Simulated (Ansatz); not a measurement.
# SiP+ (singlet): from Hartree-Fock to the top rungs at distance Si1–P2 = 2.233 Å, cc-pVDZ

How much of the correlation energy of SiP+ (singlet) does each wave-function method recover here?

Program: Ansatz 0.2.0, Gaussian basis. Level of theory: cc-pVDZ, core rule «outside noble gas», up to 10 orbitals frozen. These are calculated values, not measurements.

The runs, in order: UHF; CCSD(T) on RHF; CCSD(T) on UHF; BCCD(T) on RHF; CISD; CCSDT(Q) on RHF; CCSDT(Q) on UHF; CCSDTQ on RHF; CCSDTQ on UHF; CASSCF and MRCISD+Q, 2 electrons in 2 orbitals; CASSCF and NEVPT2, 2 electrons in 2 orbitals; CASSCF and MRCISD+Q, 8 electrons in 8 orbitals; CASSCF and NEVPT2, 8 electrons in 8 orbitals; Full CI.

2 further runs of the same task are left out: 1 for a known fault of the program, 1 that didn't finish. Runs told in other sessions of the task aren't counted.

**1. The geometry**

The geometry derives from a PBE0/def2-TZVP stationary point (not a proven minimum). One bond is set to the value named and the two fragments are kept rigid.

2 atoms, charge 1, spin multiplicity 1.

Atoms are counted from 1 here; the program's logs count them from 0.

Bond lengths: Si1–P2 2.233 Å.

**2. UHF**

Contents of in.yaml:

```yaml
crystal:
  periodic: [false, false, false]
  atoms:
    - {symbol: Si, position_ang: [0.000000, 0.000000, 0.000000]}
    - {symbol: P, position_ang: [0.000000, 0.000000, 2.233000]}
basis:
  gaussian: {orbitals: cc-pVDZ}
total_charge: 1
magnetization: {spin_polarized: true, initial_magnetization: 0}
hamiltonian: {xc: hf}
output: {orbitals: {seedname: orbitals}}
```

Started as:

```sh
ansatz run in.yaml --threads 1 --pin off --events-out ev --progress --plain --max-ram 3968MiB --backend cpu
```

After this run come: CCSD(T) on RHF; CCSD(T) on UHF; BCCD(T) on RHF; CISD; CCSDT(Q) on RHF; CCSDT(Q) on UHF; CCSDTQ on RHF; CCSDTQ on UHF; CASSCF and MRCISD+Q, 2 electrons in 2 orbitals; CASSCF and NEVPT2, 2 electrons in 2 orbitals; CASSCF and MRCISD+Q, 8 electrons in 8 orbitals; CASSCF and NEVPT2, 8 electrons in 8 orbitals; Full CI.

Before running them: what should the planned runs give, taken together? Wanted: FCI from the RHF energy; RMP2 from FCI; RCCSD from FCI; RCCSD(T) from FCI; RCCSDT(Q) from FCI; T1 diagnostic; effectively unpaired electrons.

**Answer**, as computed:

| quantity | value |
| --- | --- |
| FCI from the RHF energy | -5.5079 eV |
| RMP2 from FCI | +150.0 kJ/mol |
| RCCSD from FCI | +43.8 kJ/mol |
| RCCSD(T) from FCI | +20.9 kJ/mol |
| RCCSDT(Q) from FCI | +0.9 kJ/mol |
| levels within 1 kcal/mol (43 meV) | RCCSDT(Q), RCCSDTQ |
| T1 diagnostic | 0.028 |
| effectively unpaired electrons | 2.13 |

RCCSD(T) lands +20.9 kJ/mol from the yardstick (3.9 % of the correlation energy). With 2.1 effectively unpaired electrons against 0 the state is strongly multireference. These misses are within one basis, not against nature.

The restricted and unrestricted ladders end 0.77 eV apart at CCSDT(Q), which points to two states or an unsound top rung; rows of one don't measure the error of the other.
